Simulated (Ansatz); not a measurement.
**Worked example: correlation energy of GeH2, singlet**

Geometry: displaced at random from a stationary point.

```xyz
3

Ge    0.0034   -0.0301   -0.0002
H    -0.1615    1.0992   -1.1221
H    -0.0848    1.0667    1.1367
```

Basis cc-pVDZ; Ansatz 0.2.0. Only valence electrons are correlated (noble-gas cores and the filled d shells of p-block atoms frozen), which leaves 6 electrons in 23 orbitals. Prefix R: restricted or restricted open-shell reference. No spin–orbit coupling is included, and no scalar relativity.

Full CI is exact within this basis and frozen core; it isn't the basis-set limit.

Runs differ by some tens of microhartree through their thresholds, so steps under 0.03 kcal/mol mean nothing.

```tsv
level	total energy (hartree)
RHF	-2076.443553
RMP2	-2076.527254
RCCSD	-2076.553603
RCCSD(T)	-2076.555593
RCCSDT	-2076.556102
RCCSDT(Q)	-2076.556183
RCCSDTQ	-2076.556202
full CI	-2076.556203
```

Problem. What is the correlation energy at full CI, and what share of it do RMP2 and RCCSDT recover?

Solution. E(corr) = -2076.556203 − (-2076.443553) = -0.112650 hartree = -3.065 eV. RMP2: -0.083701 / -0.112650 = 74.30 %. RCCSDT: -0.112549 / -0.112650 = 99.91 %.

Problem. By how many kcal/mol does RCCSD(T) miss full CI (1 hartree = 627.509 kcal/mol), and which steps make up the rest?

Solution. -2076.555593 − (-2076.556203) = 0.000610 hartree = 0.38 kcal/mol. Steps: RCCSDT − RCCSD(T) = -0.32, RCCSDT(Q) − RCCSDT = -0.05, RCCSDTQ − RCCSDT(Q) = -0.01, full CI − RCCSDTQ = 0.00 kcal/mol. That is within 1 kcal/mol of the reference in this basis, which itself misses far more of the correlation at the basis-set limit.
